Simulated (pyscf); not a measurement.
Single points on ωB97X-D3(BJ)/def2-SVP structures (PySCF, gas phase).

### Question
PBE/def2-TZVP puts the barrier of H₃C–Ga(CH₃)–NH• + CH₄ -> H₃C–Ga(CH₃)–NH₂ + CH₃• (hydrogen abstraction; doublet surface; C–H broken, H–N formed) at 5.6 kcal/mol and the reaction energy at -5.1 kcal/mol, from the separated reactants. What do PBE0-D3(BJ)/def2-TZVP, M06-2X/def2-TZVP, ωB97M-D3(BJ)/def2-TZVP give on the same structures?

### Answer
PBE0-D3(BJ): ΔE‡ = 8.1 kcal/mol, ΔE = -6.3 kcal/mol; M06-2X: ΔE‡ = 10.5 kcal/mol, ΔE = -7.9 kcal/mol; ωB97M-D3(BJ): ΔE‡ = 11.6 kcal/mol, ΔE = -6.5 kcal/mol. PBE's barrier lies under all of them, by 2.6 to 6.0 kcal/mol. Its reaction energy lies over all of them, by 1.2 to 2.8 kcal/mol. Low barriers are usual for a GGA, whose delocalisation error favours stretched bonds. This is the saddle that the search found; another between the same sides may lie lower. The angle at the transferred H is 168°. Elements up to Kr have no core potential and no relativistic terms here.
